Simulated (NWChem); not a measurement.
# Basis-set dependence for O3 (-1)

```xyz
3

O     -1.1571     0.0000     0.2409
O      0.0000     0.0000    -0.4818
O      1.1571     0.0000     0.2409
```
Charge -1, spin multiplicity 2.

Program: NWChem. The geometry was optimised at UPBE/def2-SVP, a minimum by its harmonic frequencies.

Hartree-Fock energies in Ha, correlation energies in mHa.

The correlated methods keep 3 core orbitals frozen. The structure started from a generated list of species. The unpaired electrons of the parent sit in orbitals of symmetry b2 (C2v labels of the run); other states weren't searched. The anion's geometry comes from a basis without diffuse functions. The stability of the SCF solutions was not checked. Open-shell Hartree-Fock references start from PBE0 orbitals.

```csv
basis,functions,UHF,UMP2,SCS-UMP2
aug-cc-pVDZ,69,-224.39548,-610.1,-582.9
aug-cc-pVTZ,138,-224.44838,-741.0,-716.2
```

From aug-cc-pVDZ to aug-cc-pVTZ the Hartree-Fock energy moves by -52.9 mHa and the UMP2 correlation energy by -130.9 mHa, which is 18 % of its value in the larger set.
